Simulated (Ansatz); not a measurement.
Two isomers of C6H10: A = `CC1C=CCC1`, B = `C=CC(=C)CC`.

Gas-phase electronic energies from Ansatz, PBE0-D4/def2-TZVP geometries. CCSD(T)/CBS adds triple-zeta CCSD(T) − MP2 to the extrapolated MP2 energy (def2 sets, frozen cores). DFT in def2-TZVPP. B3LYP here is the variant with VWN-RPA as its local correlation; programs differ in this. One conformer a species, not always the lowest.

Problem. Which is lower in electronic energy at CCSD(T)/CBS, and by how much? (Best estimate.)

Solution. Ansatz gave: A, by 13.6 kcal/mol.

Problem. Give E(B) − E(A) in kcal/mol with B3LYP, CCSD/def2-TZVPP, PBE-D4, HF/def2-TZVPP, B2PLYP, CCSD(T)/def2-TZVPP, MP2/def2-TZVPP. (Estimate.)

Solution. Computed: B3LYP 9.4, CCSD/def2-TZVPP 14.4, PBE-D4 13.3, HF/def2-TZVPP 11.4, B2PLYP 11.5, CCSD(T)/def2-TZVPP 13.8, MP2/def2-TZVPP 15.8. None reverses the order clearly.

Problem. Does the order hold for the free energy at 298.15 K (harmonic terms from PBE0-D4)? (An estimate is asked.)

Solution. The calculation gave: Yes: G(B) − G(A) = +11.0 kcal/mol, for one conformer each.

Largest T1 diagnostic: 0.010.

At CCSD(T), def2-SVP lies +1.3 kcal/mol from the extrapolated value and def2-TZVPP +0.2 kcal/mol. From r2SCAN to r2SCAN0 (25 % exact exchange), in def2-TZVPP and without D4, E(B) − E(A) moves by +2.6 kcal/mol.
